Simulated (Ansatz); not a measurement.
For zinc-blende InP, PBE+SOC (Ansatz, a quantum-chemistry and plane-wave program, plane waves, PAW) gives:

| Property | Result |
|---|---|
| lattice constant a | 5.957 Å |
| bulk modulus | 59.6 GPa |
| band gap at the measured cell | 0.67 eV |

What does HSE06 in Ansatz (PAW) give for the same quantities?


- lattice constant a: 5.901 Å (decreases by 0.9 %)
- bulk modulus: 69.3 GPa (grows by 16 %)
- band gap at the measured cell: 1.47 eV (goes up by 0.80 eV)

For comparison: lattice constant a 5.858 Å (measured, static lattice: zero-point anharmonic expansion removed; as tabulated in Mejia-Rodriguez and Trickey (2018), arXiv:1807.09216); bulk modulus 72 GPa (measured, 0 K value with the zero-point phonon effect removed; as tabulated in Mejia-Rodriguez and Trickey (2018), arXiv:1807.09216); band gap 1.47 eV (measured, zero-point renormalisation of 0.05 eV added back here (the table's ZPR column); inputs from Chen et al. (2018), doi:10.1103/physrevmaterials.2.073803).

Changes are worked out from the printed values.

Unless a cell is named, each level is at its own relaxed cell (PBE+SOC 26.42, HSE06 25.69 Å³/atom).

Levels without +SOC have no spin–orbit coupling; where heavier elements are present it shifts gaps, mostly down, and can invert bands. Density-functional gaps are differences of (generalised) Kohn–Sham levels.

Ansatz's density-functional and Hartree–Fock values are scalar-relativistic unless marked +SOC, with PAW data made under PBE.
